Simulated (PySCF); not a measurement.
Compound: C4H3FO.
SMILES: `O=C1C=C(F)C1`

The calculation used MP2 and CCSD/aug-cc-pVDZ in PySCF, restricted Hartree–Fock reference, frozen core, non-relativistic, gas phase, PBE0-D3(BJ)/def2-SVP geometry.

E(HF) = -327.50037 Eh.

Q: How large is the problem?

A: 165 basis functions and 44 electrons; 6 orbitals frozen, which leaves o = 16 correlated occupied and v = 143 virtual orbitals. That is o·v = 2288 singles and o·v(o·v + 1)/2 = 2618616 distinct closed-shell doubles amplitudes before symmetry; the costliest CCSD step grows as o²v⁴ = 1.1 × 10^11.

Q: What are the MP2 and CCSD correlation energies?

A: MP2 -0.9199 Eh and CCSD -0.9457 Eh, which gives totals of -328.42024 and -328.44611 Eh. That is 0.804 eV for each correlated electron at CCSD (2483 kJ/mol in all, 0.288 % of the total energy); MP2 gives 97.3 % of the CCSD value.

Q: What is the T1 diagnostic?

A: 0.0156, below the customary warning level of 0.02. It is the norm of the spatial-orbital singles amplitudes over the root of the number of correlated electrons, so the norm is 0.088.

Q: How does correlation change the dipole moment?

A: HF gives 2.72 D and CCSD (unrelaxed density) 2.24 D, a change of -0.48 D.

Connected triples and the basis-set limit are missing.

The job also held the EOM ionisation roots. The run took 7.9 min of wall time on an Arm Neoverse V2 with one thread, shared host with 96 logical CPUs at a one-minute load of 28, and the process peaked at 2.9 GiB of memory.
